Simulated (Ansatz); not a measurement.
```tsv
atom	x (Å)	y (Å)	z (Å)
C	1.3900	0.0000	0.0000
C	0.6950	1.2038	0.0000
C	-0.6950	1.2038	0.0000
C	-1.3900	0.0000	0.0000
C	-0.6950	-1.2038	0.0000
C	0.6950	-1.2038	0.0000
H	1.2375	2.1434	0.0000
H	-2.4750	0.0000	0.0000
H	1.2375	-2.1434	0.0000
```

Basis set: def2-SVP. Charge 0. Computed with Ansatz (development build ahead of 0.2.0); the lowest solution found for each multiplicity.

**Question.** How do the multiplicities compare at this shape? Give, from the lowest of each method, PBE0 (unrestricted) for 2, 4; PBE0 (restricted) for 2, 4; HF (unrestricted) for 2, 4; HF (restricted) for 2, 4.

**Answer.**

| method | multiplicity | E (eV) | <S²> |
| --- | --- | --- | --- |
| PBE0, unrestricted | 2 | 0.000 | 1.51 |
| PBE0, unrestricted | 4 | 0.483 | 3.83 |
| PBE0, restricted | 2 | 0.141 | 0.75 |
| PBE0, restricted | 4 | 0.000 | 3.75 |
| HF, unrestricted | 2 | 0.290 | 2.30 |
| HF, unrestricted | 4 | 0.000 | 4.67 |
| HF, restricted | 2 | 2.632 | 0.75 |
| HF, restricted | 4 | 0.000 | 3.75 |

Caution for PBE0, unrestricted: the unrestricted determinant is spin contaminated. Caution for PBE0, restricted, HF, restricted: an unrestricted determinant lies well below. Caution for HF, unrestricted: the unrestricted determinant is a mixture of spin states.
